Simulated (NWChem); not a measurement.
# doublet [C3H6]+: levels of theory compared

We compute a comparison of 3 runs (UHF/cc-pVDZ, UMP2/cc-pVDZ, UCCSD/cc-pVDZ) of doublet [C3H6]+. 

The calculation is run with NWChem 7.3.0.

### Step 1. The system as given

[C3H6]+: 9 atoms, total charge +1, spin state doublet. SMILES of the parent species: `C=CC`. The shape is that of a PBE0-D4/def2-TZVP optimisation. That shape belongs to the parent species and isn't relaxed for this state.

Bond lengths: C1–C2 1.325 Å, C2–C3 1.490 Å, C1–H4 1.086 Å, C1–H5 1.084 Å, C2–H6 1.088 Å, C3–H7 1.095 Å, C3–H8 1.095 Å, C3–H9 1.092 Å. Some angles: C1–C2–C3 125.1°, C1–C2–H6 118.7°, C3–C2–H6 116.2°, C2–C1–H4 121.4°, C2–C1–H5 121.6°, C2–C3–H7 111.0°, C2–C3–H8 111.0°, C2–C3–H9 111.5°, H4–C1–H5 117.0°, H7–C3–H8 106.6°.

### Step 2. A single-point energy at UHF/cc-pVDZ (run 1)

m1.nw reads:

```
start m1
title "C3H6"
memory total 2200 mb
charge 1

geometry noautosym nocenter noautoz
  C    -1.129400    0.554100   -0.580200
  C     0.157600    0.266300   -0.447400
  C     0.744900   -0.543600    0.656400
  H    -1.864800    0.202700    0.137400
  H    -1.495500    1.149800   -1.408200
  H     0.857000    0.641500   -1.192300
  H     1.261600   -1.425300    0.264300
  H     1.490400    0.033400    1.212800
  H    -0.021900   -0.879100    1.357300
end

basis spherical bse
  C library cc-pVDZ
  H library cc-pVDZ
end

scf
  doublet
  uhf
  thresh 1e-08
  maxiter 80
end

task scf energy
```

Started as:

```sh
nwchem m1.nw > m1.out
```

Output:

```text
[...]
  functions       =    72
[...]
  wavefunction    = UHF
[...]
         Total SCF energy =   -116.774760377707
      One electron energy =   -290.344018878225
      Two electron energy =    102.571132496561
 Nuclear repulsion energy =     70.998126003957
                       Sz =      0.5000
                 Sz(Sz+1) =      0.7500
                      S^2 =      0.7549
[...]
```

Wall time 8.7 s (1 thread of AMD EPYC 9R45 (Zen 5), shared host); peak memory 0.099 GiB.

### Step 3. A single-point energy at UMP2/cc-pVDZ (run 2)

mol.xyz reads:

```xyz
9

C     -1.129400     0.554100    -0.580200
C      0.157600     0.266300    -0.447400
C      0.744900    -0.543600     0.656400
H     -1.864800     0.202700     0.137400
H     -1.495500     1.149800    -1.408200
H      0.857000     0.641500    -1.192300
H      1.261600    -1.425300     0.264300
H      1.490400     0.033400     1.212800
H     -0.021900    -0.879100     1.357300
```

run.py reads:

```python
from ase.io import read
from ase.calculators.nwchem import NWChem

system = read('mol.xyz')

calc = NWChem(
    label='mol',
    theory='mp2',
    memory='2200 mb',
    basis='cc-pVDZ',
    basispar='spherical bse',
    charge=1,
    scf={'nopen': '1', 'uhf': None, 'thresh': '1e-08', 'maxiter': '80'},
    mp2={'freeze': 'core 3', 'tight': None},
    task='energy',
)
system.calc = calc

print(f"energy = {system.get_potential_energy():.6f} eV")
```

Started as:

```sh
export ASE_NWCHEM_COMMAND="nwchem PREFIX.nwi > PREFIX.nwo"
python run.py
```

Output:

```text
energy = -3187.474444 eV
```

The calculator wrote mol.nwi:

```
title "mol"

permanent_dir mol

scratch_dir mol

start mol

geometry units angstrom nocenter noautosym noautoz
  C  -1.1294000000000000e+00 5.5410000000000004e-01 -5.8020000000000005e-01
  C  1.5759999999999999e-01 2.6629999999999998e-01 -4.4740000000000002e-01
  C  7.4490000000000001e-01 -5.4359999999999997e-01 6.5639999999999998e-01
  H  -1.8648000000000000e+00 2.0269999999999999e-01 1.3739999999999999e-01
  H  -1.4955000000000001e+00 1.1497999999999999e+00 -1.4081999999999999e+00
  H  8.5699999999999998e-01 6.4149999999999996e-01 -1.1922999999999999e+00
  H  1.2616000000000001e+00 -1.4253000000000000e+00 2.6429999999999998e-01
  H  1.4903999999999999e+00 3.3399999999999999e-02 1.2128000000000001e+00
  H  -2.1899999999999999e-02 -8.7909999999999999e-01 1.3573000000000000e+00
end

charge 1

memory 2200 mb

basis spherical bse noprint
   * library cc-pVDZ
end

scf
  nopen 1
  uhf
  thresh 1e-08
  maxiter 80
end
mp2
  freeze core 3
  tight
end

task mp2 energy
```

mol.nwo:

```text
Northwest Computational Chemistry Package (NWChem) 7.3.0
             --------------------------------------------------------

           Job information
           ---------------

    nwchem branch   = 7.3.0
    use scalapack   = T
    input           = mol.nwi
    prefix          = mol.
    data base       = mol/mol.db
    status          = startup
    nproc           =        1

           Memory information
           ------------------

[... 5 lines left out ...]
    hardfail = no
[... 125 lines left out ...]
 1-e energy   =    -281.758179
[... 9 lines left out ...]
 Convergence threshold     :          1.000E-08
[... 17 lines left out ...]
      One electron energy =   -290.344018878208
[... 9 lines left out ...]
          Final alpha eigenvalues
[... 265 lines left out ...]
                     UHF Final Beta Molecular Orbital Analysis
[... 325 lines left out ...]
          ---------------------------------------------------
                    Spin Component Scaled (SCS) MP2
          Same spin pairs                     -0.079329451077
          Same spin scaling factor             0.333333333333
          Opposite spin pairs                 -0.283436381464
          Opposite spin scaling fact.          1.200000000000
          SCS-MP2 correlation energy          -0.366566808116
          Total SCS-MP2 energy              -117.141327185800
          ---------------------------------------------------

 -----------------------
 Task  times  cpu:        9.4s     wall:        9.4s
 Total times  cpu:        9.4s     wall:        9.4s
```

Run time: 10 s. Hardware: 1 thread of AMD EPYC 9R45 (Zen 5), shared host; peak memory 0.15 GiB.

### Step 4. A single-point energy at UCCSD/cc-pVDZ (run 3)

nw.xyz reads:

```xyz
9

C     -1.129400     0.554100    -0.580200
C      0.157600     0.266300    -0.447400
C      0.744900    -0.543600     0.656400
H     -1.864800     0.202700     0.137400
H     -1.495500     1.149800    -1.408200
H      0.857000     0.641500    -1.192300
H      1.261600    -1.425300     0.264300
H      1.490400     0.033400     1.212800
H     -0.021900    -0.879100     1.357300
```

nw.nw reads:

```
start nw
memory total 2200 mb
charge 1

geometry units angstrom noautosym nocenter noautoz
  load format xyz nw.xyz
end

basis spherical bse
  * library cc-pVDZ
end

scf
  doublet
  uhf
  thresh 1e-08
  maxiter 80
end

tce
  scf
  ccsd
  freeze core 3
  maxiter 60
end

task tce energy
```

Started as:

```sh
nwchem nw.nw > nw.out
```

Output:

```text
[...]
  functions       =    72
[...]
  wavefunction    = UHF
[...]
         Total SCF energy =   -116.774760377694
      One electron energy =   -290.344018878219
      Two electron energy =    102.571132496568
 Nuclear repulsion energy =     70.998126003957
                       Sz =      0.5000
                 Sz(Sz+1) =      0.7500
                      S^2 =      0.7549
[...]
         Wavefunction type : Unrestricted Hartree-Fock
          No. of electrons :    23
[...]
         Spin multiplicity : doublet
[...]
 CCSD total energy / hartree       =      -117.185539571856680
[...]
```

Run time: 20 s. Hardware: 1 thread of AMD EPYC 9R45 (Zen 5), shared host; peak memory 0.9 GiB.

### Step 5. All runs side by side

| run | level | module | frozen core orbitals | energy (Eh) | HOMO energy (eV) | LUMO energy (eV) | ⟨S²⟩ | wall time |
| --- | --- | --- | --- | --- | --- | --- | --- | --- |
| 1 | UHF/cc-pVDZ | scf | – | -116.774760 | -18.98 | -7.10 | 0.755 | 8.7 s |
| 2 | UMP2/cc-pVDZ | mp2 | 3 | -117.137526 | -18.98 | -7.10 | 0.755 | 10 s |
| 3 | UCCSD/cc-pVDZ | tce | 3 | -117.185540 | -18.98 | -7.10 | 0.755 | 20 s |

### Step 6. Results

| quantity | value |
| --- | --- |
| run 3: total energy | -117.18554 Eh |
| run 3: HOMO energy (Hartree–Fock orbitals) (highest over α and β) | -18.98 eV |
| run 3: LUMO energy (Hartree–Fock orbitals) (lowest over α and β) | -7.10 eV |
| run 3: correlation energy (3 core orbitals frozen) | -410.8 mEh |
| run 3: ⟨S²⟩ of the reference determinant | 0.755 |

Below the UHF energy at the same shape and in the same basis (cc-pVDZ): UMP2 -362.8 mEh; UCCSD -410.8 mEh. All runs together took 39 s, the longest 20 s.
